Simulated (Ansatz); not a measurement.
Two-coordinate energy map

CH₅OSi (SMILES [CH2][SiH2]O), doublet, PBE0-D4/def2-TZVP minimum:

C1  (-0.862, 0.518, -0.791)
Si2  (0.654, -0.005, 0.111)
O3  (0.303, -0.724, 1.554)
H4  (-0.971, 0.417, -1.867)
H5  (-1.703, 0.992, -0.293)
H6  (1.496, 1.161, 0.481)
H7  (1.431, -0.912, -0.780)
H8  (-0.256, -1.502, 1.529)
(Å)

Rows set the bond length Si2–O3 (Å; 1.650 at the minimum), columns the angle Si2–C1–H5 (°; 122.5), set in this order; the parts move rigidly, in a bend the first-named atom's side turns in the plane, and in a torsion the whole end group turns. CCSD(T) energies count from the value at that structure, in eV. Program: Ansatz 0.2.0. Basis: def2-TZVPP. Cores are frozen in the correlated methods; orbitals are unrestricted.

```tsv
Si2–O3 \ Si2–C1–H5	92.5	107.5	122.5	137.5	152.5
1.485	?	0.726	0.622	0.748	1.104
1.567	0.590	0.252	?	?	0.619
1.686	0.481	0.133	0.014	0.131	0.484
1.826	0.831	?	0.346	0.456	0.805
1.980	1.483	1.116	0.980	1.084	1.428
```

**Question.** Fill in the withheld cells. (An estimate is asked for; the value comes from the calculation.)

**Answer.** By the calculation: (1.485, 92.5): 1.056; (1.567, 122.5): 0.142; (1.567, 137.5): 0.264; (1.826, 107.5): 0.473 eV. These count from the CCSD(T) energy at the PBE0-D4 minimum.

The same grid for a cheaper method: MP2 − CCSD(T), both counted from the minimum, in eV:
```tsv
Si2–O3 \ Si2–C1–H5	92.5	107.5	122.5	137.5	152.5
1.485	0.006	0.005	0.005	0.005	0.006
1.567	0.004	0.003	0.002	0.003	0.004
1.686	0.001	0.000	-0.001	0.000	0.001
1.826	-0.001	-0.003	-0.003	-0.002	-0.001
1.980	0.000	-0.002	-0.002	-0.002	-0.001
```

No T1 diagnostic of these runs exceeds 0.015. ⟨S²⟩ of the unrestricted Hartree–Fock references: 0.76 (a pure state has 0.75).

For scale, one of the runs: CCSD(T)/def2-TZVPP, 174 basis functions (an equivalent command: `ansatz run in.yaml --threads 4`). The run took 2.8 min on 4 CPU threads (shared host), with 3.8 GiB of host memory at its peak.
